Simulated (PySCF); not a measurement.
Rock-salt KCl: MP2 at its full settings () and at cheaper ones, in a cell of 2 atoms.

| level and setting | lattice constant a (Å) | bulk modulus B0 (GPa) |
|---|---|---|
| MP2 (PySCF) | 6.171 | 21.4 |
| MP2/STO-3G (Γ point alone) (PySCF) | (withheld) | (withheld) |

Task: Estimate the withheld entries.

Result: 
- MP2/STO-3G (Γ point alone) (PySCF), lattice constant a (Å): 6.076
- MP2/STO-3G (Γ point alone) (PySCF), bulk modulus B0 (GPa): 57.1

Largest shifts from the full settings: lattice constant a -1.54 % (MP2/STO-3G (Γ point alone)), against a difference of -1.23 % of the full result from the reference 6.248 Å (measured, low temperature, zero-point motion not removed; as tabulated in Doll and Stoll (1997), arXiv:cond-mat/9707218); bulk modulus +167 % (MP2/STO-3G (Γ point alone)), against a difference of +8.6 % of the full result from the reference 19.7 GPa (measured, 4 K, zero-point motion not removed; as tabulated in Doll and Stoll (1997), arXiv:cond-mat/9707218).

The full settings aren't shown to be converged themselves.

Run with cheap settings on purpose, which may leave them unconverged: MP2/STO-3G (Γ point alone).
